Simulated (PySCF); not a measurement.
PySCF input for H3N, SMILES N (connectivity only; charge and spin as stated), charge +1, multiplicity 2, r2SCAN-D4/def2-TZVPD. Geometry optimised at r2SCAN-D4/def2-TZVPD. The multiplicity is an assumed one; other spin states were not compared.

```python
import numpy as np
from pyscf import gto, scf, dft, df
from pyscf.hessian import thermo

mol = gto.M(
    atom='''
    N     0.00000000   -0.00000000    0.00000000
    H     1.02427115    0.00000000    0.00000000
    H    -0.51213558   -0.88704483    0.00000000
    H    -0.51213557    0.88704484    0.00000000
    ''',
    basis='def2-TZVPD',
    charge=1,
    spin=1,
    max_memory=1600,
    verbose=3,
)
mf = dft.UKS(mol, xc='r2scan').density_fit(auxbasis='def2-universal-jkfit')
mf.disp = 'd4'
mf.grids.level = 4
mf.conv_tol = 1e-11
mf.max_cycle = 100
mf.kernel()
fine, coarse = mf.grids, dft.Grids(mol).set(level=1).build(with_non0tab=True)
for _ in range(3):  # follow internal instabilities
    mf.grids = coarse
    mo, _, stable, _ = mf.stability(return_status=True, nroots=4)
    mf.grids = fine
    if stable:
        break
    mf.kernel(mf.make_rdm1(mo, mf.mo_occ))

# analytic Hessian; the response equations are solved on a coarser grid
h, args, fine = mf.Hessian(), (mf.mo_energy, mf.mo_coeff, mf.mo_occ), mf.grids
h.max_memory = max(150, 2.5e-5 * df.make_auxmol(mol, mf.with_df.auxbasis).nao * mol.nelec[0] * (mol.nelec[0] + mol.nao))  # MB; small integral blocks
h1ao = h.make_h1(mf.mo_coeff, mf.mo_occ)
mf.grids = dft.Grids(mol).set(level=2).build(with_non0tab=True)
mo1, mo_e1 = h.solve_mo1(*args, h1ao)
mf.grids = fine
hess = h.hess_elec(*args, mo1, mo_e1, h1ao) + h.hess_nuc()
if mf.do_disp():
    hess += h.get_dispersion()
for i in range(mol.natm):  # the analytic DFT Hessian lacks the response of the grid: restore translational invariance
    hess[i, i] -= hess[i].sum(axis=0)
hess = (hess + hess.transpose(1, 0, 3, 2)) / 2
vib = thermo.harmonic_analysis(mol, hess, imaginary_freq=False)
thermo.dump_normal_mode(mol, vib)
th = thermo.thermo(mf, vib['freq_au'][vib['freq_au'] > 0], 298.15, 101325)
thermo.dump_thermo(mol, th)
g0 = mf.nuc_grad_method().set(verbose=0).kernel()

# dipole derivatives [dipole axis, atom, xyz] from the same response
r, irp = mol.intor('int1e_r'), mol.intor('int1e_irp').reshape(3, 3, mol.nao, mol.nao)
sl, dm0, ok = mol.aoslice_by_atom(), np.array(mf.make_rdm1()), []
dmu = np.einsum('a,xt->xat', mol.atom_charges(), np.eye(3))
for a, (_, _, p0, p1) in enumerate(sl):
    dmu[:, a] += 2 * np.einsum('xtij,ij->xt', irp[:, :, :, p0:p1], dm0.reshape(-1, mol.nao, mol.nao).sum(0)[:, p0:p1])
    for u, c, occ, f in zip(mo1, mf.mo_coeff, mf.mo_occ, (2, 2)):
        dmu[:, a] -= f * np.einsum('tui,xuv,vi->xt', u[a], r, c[:, occ > 0], optimize=True)
L = vib['norm_mode']
ir = 974.8801 * (np.einsum('xat,kat->kx', dmu, L) ** 2).sum(1)       # km/mol
apt = np.einsum('xax->a', dmu) / 3
print('mode   freq/cm-1   IR/(km/mol)')
for k, w in enumerate(vib['freq_wavenumber']):
    print(f'{k + 1:4d} {w:11.2f} {ir[k]:13.3f}')
print('max |gradient| / (hartree/bohr):', abs(g0).max())
print('APT charges:', apt.round(4))
```

Program output:

```

WARN: HOMO -0.295764929538418 >= LUMO -0.295764929538404

converged SCF energy = -56.1809014520652  <S^2> = 0.75584577  2S+1 = 2.0058373
<class 'pyscf.df.df_jk.DFUKS'> wavefunction is stable in the internal stability analysis

WARN: MGGA Hessian is sensitive to dft grids. grids.level 4 may not be dense enough.


WARN: DFTD4 does not support analytical Hessian, using finite difference.


WARN: Mole.unit (angstrom) is changed to Bohr

Mode                                 0                   1                   2
Irrep
Freq [cm^-1]                      890.7752           1527.0788           1527.1051
Reduced mass [au]                   1.2069              1.0890              1.0890
Force const [Dyne/A]                0.5642              1.4962              1.4963
Char temp [K]                    1281.6272           2197.1264           2197.1642
Normal mode                   x     y     z       x     y     z       x     y     z
       0   N                 0.00  0.00 -0.11    0.00  0.08  0.00   -0.08  0.00 -0.00
       1   H                 0.00 -0.00  0.52    0.00 -0.78 -0.00   -0.08 -0.00  0.00
       2   H                -0.00  0.00  0.52    0.37 -0.14 -0.00    0.56 -0.37  0.00
       3   H                -0.00 -0.00  0.52   -0.37 -0.14 -0.00    0.56  0.37  0.00
Mode                                 3                   4                   5
Irrep
Freq [cm^-1]                     3350.3146           3526.7707           3526.9790
Reduced mass [au]                   1.0080              1.1082              1.1082
Force const [Dyne/A]                6.6663              8.1211              8.1220
Char temp [K]                    4820.3568           5074.2378           5074.5375
Normal mode                   x     y     z       x     y     z       x     y     z
       0   N                -0.00  0.00 -0.00    0.00 -0.08 -0.00   -0.08 -0.00 -0.00
       1   H                -0.57  0.00  0.00   -0.00 -0.00  0.00    0.77 -0.00  0.00
       2   H                 0.29  0.50  0.00    0.33  0.58  0.00    0.19  0.33  0.00
       3   H                 0.29 -0.50  0.00   -0.33  0.58  0.00    0.19 -0.33  0.00
temperature 298.1500 [K]
pressure 101325.00 [Pa]
Rotational constants [GHz] 318.59249 318.59248 159.29624
Symmetry number 6
Zero-point energy (ZPE) 0.03269 [Eh]   85826.219 [J/mol]
                           tot       elec      trans        rot        vib
Entropy [J/mol/K]       192.821      5.763    144.104     42.261      0.694
Cv [J/mol/K]             27.659      0.000     12.472     12.472      2.716
Cp [J/mol/K]             35.974      0.000     20.786     12.472      2.716
Internal energy [J/mol]                      3718.434   3718.434  85996.055
Internal energy [Eh]   -56.14531  -56.18090
Enthalpy [J/mol]                             6197.391   3718.434  85996.055
Enthalpy [Eh]          -56.14437
Gibbs free energy [J/mol]                  -36767.068  -8881.536  85789.179
Gibbs free energy [Eh] -56.16627
mode   freq/cm-1   IR/(km/mol)
   1      890.78       219.024
   2     1527.08        67.079
   3     1527.11        67.126
   4     3350.31         0.000
   5     3526.77       264.977
   6     3526.98       264.969
max |gradient| / (hartree/bohr): 3.337754734352721e-05
APT charges: [-0.0193  0.3392  0.3393  0.3393]
```

The run converged.
